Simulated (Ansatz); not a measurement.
Reaction (SMILES): CCl (CH3-Cl) → [CH2-]Cl + H+
B3LYP-D3(BJ)/def2-TZVP geometries, fixed; electronic energies without zero-point terms.

The deprotonation energy at MP2 with Ansatz (a first-principles code), in kcal/mol, split into its Hartree-Fock and correlation parts. Cores are frozen. No added dispersion term, no relativity. Functions are those of the species that has most. These sets lack the diffuse functions that anions need.

```
basis        X  functions  Hartree-Fock     MP2
-----------  -  ---------  ------------  ------
cc-pV(D+d)Z  2         52        415.61  419.15
cc-pV(T+d)Z  3        111        413.85  412.73
cc-pV(Q+d)Z  4        209        412.20  409.13
cc-pV(5+d)Z  5        356        411.23  407.09
```

Worked estimate of the basis-set limit from each neighbouring pair, with Hartree-Fock from the larger set and the correlation part extrapolated as X^-3.
Correlation parts: X = 2: 3.54, X = 3: -1.12, X = 4: -3.07, X = 5: -4.14.
- (2,3): (27·(-1.12) - 8·(3.54))/19 = -3.08; with Hartree-Fock 413.85 the estimate is 410.77 kcal/mol.
- (3,4): (64·(-3.07) - 27·(-1.12))/37 = -4.49; with Hartree-Fock 412.20 the estimate is 407.71 kcal/mol.
- (4,5): (125·(-4.14) - 64·(-3.07))/61 = -5.26; with Hartree-Fock 411.23 the estimate is 405.97 kcal/mol.
The last two estimates differ by 1.74 kcal/mol; the largest set lies 1.12 from the last. Over the last step Hartree-Fock moves by -0.97 and the correlation part by -1.07.
